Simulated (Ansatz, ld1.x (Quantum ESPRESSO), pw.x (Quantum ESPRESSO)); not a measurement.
**From atom to crystal: TM potential for iridium (Ir)**

ld1.x (Quantum ESPRESSO) 7.5 input, shortened:

```
&input
   title='Ir', zed=77., rel=1, dft='PBESOL', iswitch=3,
   config='[Xe] 4f14 5d7 6s2 6p0'
 /
 &inputp
   pseudotype=2, tm=.true., lloc=1,
   nlcc=.true., new_core_ps=.true., rcore=1.20
 /
3
6S  1  0   2.00   0.00  2.15  2.15  0.0
5D  3  2   7.00   0.00  1.55  1.55  0.0
6P  2  1   0.00   0.00  3.55  3.55  0.0
 &test
   configts(1)='5d7 6s2 6p0'
 /
```

Atomic tests: cutoffs needed: 40 Ry and 70 Ry (the cutoffs (Ry, on a coarse ladder) from which the occupation-weighted sum of valence levels, in a spherical-Bessel basis at the reference potential, stays within 10 and 1 mRy of its value at 400 Ry); ghost test: no extra level below or beside the all-electron valence levels (s, d, p, f tested) (spherical-Bessel basis up to 400 Ry, 20 bohr box); configuration tests: 1 of 7 tests not solved or not reliable.

Crystal test: sc Ir in pw.x 7.5, no spin, 13³ k-points, Fermi–Dirac smearing 0.01 Ry, cutoffs 85/340 Ry. The reference is all-electron LAPW (Ansatz 0.2.0) with the same functional, mesh and smearing; V0 and B0 come from Birch–Murnaghan fits to the pressures at five volumes. Errors are pseudo minus all-electron; Δ is the rms difference of the E(V) curves that follow from these fits, minima aligned, over ±6 % about the mean V0. Mesh and smearing are coarse, so the numbers serve the comparison and aren't converged zero-temperature values; the lattice is a test structure that the element need not adopt.

All-electron: a0 = 2.543 Å (V0 = 16.45 Å³/atom), B0 = 272.9 GPa.

**Question.** How far does the potential miss the all-electron equation of state?

**Answer.** mean pressure error (GPa): +33.47. The pressure does not cross zero within the volumes sampled, so no fit is given. The largest radius (3.55 bohr) exceeds half the bond length (2.40 bohr), so the spheres overlap, which is one possible source of error among others. This is a poor potential for the solid. Atomic configuration tests: 1 of 7 tests not solved or not reliable.

```
V (Å³/atom)  P all-electron (GPa)  P pseudo (GPa)
     15.474                 19.42           60.68
     15.881                 10.47           47.32
     16.288                  2.75           35.75
     16.695                 -3.91           25.70
     17.102                 -9.65           16.98
```

**Question.** At the middle volume, how do free energy and pressure move when the wave cutoff is lowered (ecutrho kept at four times it)?

**Answer.**

| cutoff (Ry) | shift of F (meV/atom) | shift of P (GPa) |
| --- | --- | --- |
| 38 | +79.9 | -4.95 |
| 51 | +36.9 | -0.41 |
| 68 | +6.6 | -0.44 |

The run at the middle volume (84 k-points, 5 iterations) took about 8.1 s on one core of a shared host (Neoverse-V2, 96 threads, 742 GiB, load 57).
